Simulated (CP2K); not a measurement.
# doublet OH: levels of theory compared

Wanted: a comparison of 4 runs (UB3LYP/6-31G*, DFTB2, GFN2-xTB, PM6) of doublet OH. 

The results are computed with CP2K 2026.2.

## (1) The molecule

OH: 2 atoms, total charge 0, spin state doublet. SMILES of the parent species: `[OH-]`. Geometry: relaxed at PBE0-D4/def2-TZVPD. That shape belongs to the parent species and isn't relaxed for this state.

Bond lengths: O1–H2 0.964 Å.

## (2) A single-point energy at UB3LYP/6-31G(d) (spherical functions) (run 1)

Contents of job.inp:

```
&GLOBAL
    PROJECT_NAME job
    RUN_TYPE ENERGY
    PRINT_LEVEL MEDIUM
&END GLOBAL
&FORCE_EVAL
    METHOD Quickstep
    &DFT
        BASIS_SET_FILE_NAME ./6_31gs.basis
        POTENTIAL_FILE_NAME POTENTIAL
        MULTIPLICITY 2
        UKS T
        &QS
            METHOD GAPW
            EPS_DEFAULT 1.0E-10
        &END QS
        &MGRID
            CUTOFF 280
            REL_CUTOFF 50
            NGRIDS 4
        &END MGRID
        &POISSON
            PERIODIC NONE
            POISSON_SOLVER WAVELET
        &END POISSON
        &SCF
            SCF_GUESS ATOMIC
            EPS_SCF 1.0E-06
            MAX_SCF 40
            &OT
                MINIMIZER DIIS
                PRECONDITIONER FULL_ALL
            &END OT
            &OUTER_SCF
                EPS_SCF 1.0E-06
                MAX_SCF 8
            &END OUTER_SCF
        &END SCF
        &XC
            &XC_FUNCTIONAL
                &HYB_GGA_XC_B3LYP
                &END HYB_GGA_XC_B3LYP
            &END XC_FUNCTIONAL
            &HF
                FRACTION 0.2
                &SCREENING
                    EPS_SCHWARZ 1.0E-10
                &END SCREENING
                &MEMORY
                    MAX_MEMORY 1050
                &END MEMORY
            &END HF
        &END XC
        &PRINT
            &MOMENTS
                PERIODIC F
                REFERENCE COM
                MAX_MOMENT 1
            &END MOMENTS
            &MO_CUBES
                NLUMO 1
                NHOMO -1
                WRITE_CUBE F
            &END MO_CUBES
            &LOWDIN ON
            &END LOWDIN
            &HIRSHFELD OFF
            &END HIRSHFELD
        &END PRINT
    &END DFT
    &SUBSYS
        &CELL
            ABC 10.8 10.8 10.8
            PERIODIC NONE
        &END CELL
        &COORD
            O      0.411800    -0.131800     0.212500
            H     -0.411800     0.131800    -0.212500
        &END COORD
        &TOPOLOGY
            &CENTER_COORDINATES
            &END CENTER_COORDINATES
        &END TOPOLOGY
        &KIND O
            BASIS_SET 6-31Gs
            POTENTIAL ALL
            LEBEDEV_GRID 194
            RADIAL_GRID 100
        &END KIND
        &KIND H
            BASIS_SET 6-31Gs
            POTENTIAL ALL
            LEBEDEV_GRID 194
            RADIAL_GRID 100
        &END KIND
    &END SUBSYS
&END FORCE_EVAL
```

Launch:

```bash
$ OMP_NUM_THREADS=1 cp2k.psmp -i job.inp -o job.out
```

Output:

```text
CP2K| version string:                                       CP2K version 2026.2
[...]
 GLOBAL| Method name                                                        CP2K
[...]
 GLOBAL| Run type                                                         ENERGY
[...]
 DFT| Spin unrestricted (spin-polarized) Kohn-Sham calculation               UKS
 DFT| Multiplicity                                                             2
[...]
 DFT| Charge                                                                   0
[...]
 FUNCTIONAL| HYB_GGA_XC_B3LYP:
[...]
 QS| Method:                                                                GAPW
[...]
 QS| Density cutoff [a.u.]:                                                140.0
[...]
 QS| Relative density cutoff [a.u.]:                                        25.0
[...]
                             - Atoms:                                          2
[...]
                             - Spherical basis functions:                     16
[...]
 Number of electrons:                                                          5
[...]
     1 OT DIIS     0.15E+00    2.6     0.45583076       -70.4095773470 -7.04E+01
[...]
    18 OT DIIS     0.15E+00    2.1     0.00000092       -75.7210219459 -9.85E-09
  *** SCF run converged in    18 steps ***
[...]
  Overlap energy of the core charge distribution:               0.00000004666623
  Self energy of the core charge distribution:                -74.32059418673794
  Core Hamiltonian energy:                                     -6.00791538313333
  Hartree energy:                                              21.45506407607629
  Exchange-correlation energy:                                 -3.15053602345554
  Hartree-Fock Exchange energy:                                -1.71466174583116
[...]
                     Mulliken Population Analysis
 #  Atom  Element  Kind  Atomic population (alpha,beta) Net charge  Spin moment
       1     O        1         4.723350     3.692117    -0.415467     1.031232
       2     H        2         0.276650     0.307883     0.415467    -0.031232
 # Total charge and spin        5.000000     4.000000    -0.000000     1.000000
[...]
  Dipole moment [Debye]
    X= -0.1501114E+01 Y=  0.4807234E+00 Z= -0.7746469E+00  Total=      1.7562794
[...]
 HOMO - LUMO gap [eV] :    4.035773
 ENERGY| Total FORCE_EVAL ( QS ) energy [hartree]            -75.721021945917613
[...]
```

Wall time 3.4 min (1 thread of Arm Neoverse V1, shared host); peak memory 0.94 GiB.

## (3) The energy at DFTB2 (run 2)

Contents of qs.inp:

```
&GLOBAL
    PROJECT qs
    RUN_TYPE ENERGY
    PRINT_LEVEL MEDIUM
&END GLOBAL

&FORCE_EVAL
    METHOD QS
    &DFT
        MULTIPLICITY 2
        UNRESTRICTED_KOHN_SHAM T
        &QS
            METHOD DFTB
            EPS_DEFAULT 1.0E-10
            &DFTB
                SELF_CONSISTENT T
                &PARAMETER
                    PARAM_FILE_PATH DFTB/scc
                    PARAM_FILE_NAME scc_parameter
                    UFF_FORCE_FIELD uff_table
                &END PARAMETER
            &END DFTB
        &END QS
        &POISSON
            PERIODIC NONE
            POISSON_SOLVER ANALYTIC
        &END POISSON
        &SCF
            SCF_GUESS ATOMIC
            EPS_SCF 1.0E-07
            MAX_SCF 50
            &OT
                MINIMIZER DIIS
                PRECONDITIONER FULL_ALL
            &END OT
            &OUTER_SCF
                EPS_SCF 1.0E-07
                MAX_SCF 8
            &END OUTER_SCF
        &END SCF
        &PRINT
            &MOMENTS
                PERIODIC F
                REFERENCE COM
                MAX_MOMENT 1
            &END MOMENTS
            &MO_CUBES
                NLUMO 3
                NHOMO -1
                WRITE_CUBE F
            &END MO_CUBES
            &HIRSHFELD OFF
            &END HIRSHFELD
        &END PRINT
    &END DFT
    &SUBSYS
        &CELL
            ABC 16.8 16.3 16.4
            PERIODIC NONE
        &END CELL
        &COORD
            UNIT bohr
            O      0.7781892    -0.2490659     0.4015668
            H     -0.7781892     0.2490659    -0.4015668
        &END COORD
        &TOPOLOGY
            &CENTER_COORDINATES
            &END CENTER_COORDINATES
        &END TOPOLOGY
    &END SUBSYS
&END FORCE_EVAL
```

Launch:

```bash
$ OMP_NUM_THREADS=1 cp2k.psmp -i qs.inp > qs.out 2>&1
```

Output:

```text
CP2K| version string:                                       CP2K version 2026.2
[...]
 GLOBAL| Method name                                                        CP2K
[...]
 GLOBAL| Run type                                                         ENERGY
[...]
                             - Atoms:                                          2
[...]
                             - Spherical basis functions:                      5
[...]
 Number of electrons:                                                          4
[...]
     1 OT DIIS     0.15E+00    0.0     0.16937116        -3.2661212197 -3.27E+00
[...]
    22 OT DIIS     0.15E+00    0.0     7.3252E-09        -3.5700607248 -1.70E-13
  *** SCF run converged in    22 steps ***
[...]
 TB_DIPOLE| Moment [Debye]         -1.22395826       0.39173798      -0.63159576
 TB_DIPOLE| Derivative [a.u.]       0.00000000       0.00000000       0.00000000
 *** WARNING in qs_scf_post_tb.F:608 :: Printing of MO cube files not ***
 *** implemented for TB methods.                                      ***
 ENERGY| Total FORCE_EVAL ( QS ) energy [hartree]             -3.570060724843142
[...]
```

Wall time 0.56 s (1 thread of Arm Neoverse V1, shared host).

Run 3 isn't shown in full; the table further down has it.

## (4) A single-point energy at PM6 (run 4)

Contents of job.inp:

```
&GLOBAL
   PROJECT job
   RUN_TYPE ENERGY
   PRINT_LEVEL MEDIUM
&END

&FORCE_EVAL
   METHOD QUICKSTEP
   &DFT
      MULTIPLICITY 2
      UNRESTRICTED_KOHN_SHAM T
      &QS
         METHOD PM6
         EPS_DEFAULT 1.0E-10
         &SE
            &COULOMB
               CUTOFF [angstrom] 50
               RC_RANGE [angstrom] 0
            &END
            &EXCHANGE
               CUTOFF [angstrom] 50
               RC_RANGE [angstrom] 0
            &END
         &END
      &END
      &POISSON
         PERIODIC NONE
         POISSON_SOLVER ANALYTIC
      &END
      &SCF
         SCF_GUESS ATOMIC
         EPS_SCF 1.0E-06
         MAX_SCF 100
         ADDED_MOS 2
         &DIAGONALIZATION
            ALGORITHM STANDARD
         &END
         &MIXING
            METHOD DIRECT_P_MIXING
            ALPHA 0.4
         &END
      &END
      &PRINT
         &MOMENTS
            PERIODIC F
            REFERENCE COM
            MAX_MOMENT 1
         &END
         &MO ON
            ENERGIES T
            OCCUPATION_NUMBERS T
            NDIGITS 6
            &EACH
               QS_SCF 0
            &END
            ADD_LAST NUMERIC
         &END
         &HIRSHFELD OFF
         &END
      &END
   &END
   &SUBSYS
      &CELL
         ABC 12.8 12.3 12.4
         PERIODIC NONE
      &END
      &COORD
         O      6.811800     6.018200     6.412500
         H      5.988200     6.281800     5.987500
      &END
   &END
&END
```

Launch:

```bash
$ OMP_NUM_THREADS=1 cp2k.psmp job.inp > job.out
```

Output:

```text
CP2K| version string:                                       CP2K version 2026.2
[...]
 GLOBAL| Method name                                                        CP2K
[...]
 GLOBAL| Run type                                                         ENERGY
[...]
 *** WARNING in qs_environment.F:2210 :: More added MOs requested than     ***
 *** available. The full set of unoccupied MOs will be used. Use           ***
 *** 'ADDED_MOS -1' to always use all available MOs and to get rid of this ***
[...]
                             - Atoms:                                          2
[...]
                             - Spherical basis functions:                      5
[...]
 Number of electrons:                                                          4
[...]
     1 P_Mix/Diag. 0.40E+00    0.0     0.58844787        -9.9942203206 -9.99E+00
[...]
    14 DIIS/Diag.  0.11E-08    0.0     0.00000021       -11.1215954399 -8.17E-12
  *** SCF run converged in    14 steps ***
  Core-core repulsion energy [eV]:                             64.96421349759272
  Core Hamiltonian energy [eV]:                              -504.36848126056088
  Two-electron integral energy [eV]:                          273.54053029981151
  Electronic energy [eV]:                                    -367.59821611065519
  Total energy [eV]:                                         -302.63400261306248
  Atomic reference energy [eV]:                               303.21625485983793
  Heat of formation [kcal/mol]:                                13.42705685081964
[...]
 SE_DIPOLE| Moment [Debye]          1.26839692      -0.40596094       0.65452731
 SE_DIPOLE| Derivative [a.u.]       0.00000000       0.00000000       0.00000000
 ENERGY| Total FORCE_EVAL ( QS ) energy [hartree]            -11.121595439922693
[...]
```

It took 0.28 s on 1 thread of Arm Neoverse V1, shared host.

## (5) All runs side by side

| run | level | scheme | SCF convergence threshold | energy (Eh) | dipole moment (D) | HOMO energy (eV) | LUMO energy (eV) | wall time |
| --- | --- | --- | --- | --- | --- | --- | --- | --- |
| 1 | UB3LYP/6-31G* (spherical functions) | GAPW | 1e-06 | -75.721022 | 1.76 | -8.21 | -4.17 | 3.4 min |
| 2 | DFTB2 | – | 1e-07 | -3.570061 | 1.43 | – | – | 0.56 s |
| 3 | GFN2-xTB | – | 1e-06 | -4.443517 | 1.53 | -12.86 | -12.71 | 0.26 s |
| 4 | PM6 | – | 1e-06 | -11.121595 | 1.48 | -10.52 | -1.83 | 0.28 s |

## (6) Results

| quantity | value |
| --- | --- |
| run 4: total energy | -11.12160 Eh |
| run 4: dipole moment | 1.48 D |
| run 4: HOMO energy (highest over α and β) | -10.52 eV |
| run 4: LUMO energy (lowest over α and β) | -1.83 eV |
| run 4: heat of formation | 13.4 kcal/mol |

**Reading.** The dipole moment (its size) runs from 1.43 D (DFTB2) to 1.76 D (UB3LYP/6-31G*). The two ends differ in method and basis and Hamiltonian. Some of these are taken from atomic charges alone. Force-field and semi-empirical energies have zeros of their own, so their totals don't compare. All runs together took 3.4 min, the longest 3.4 min.
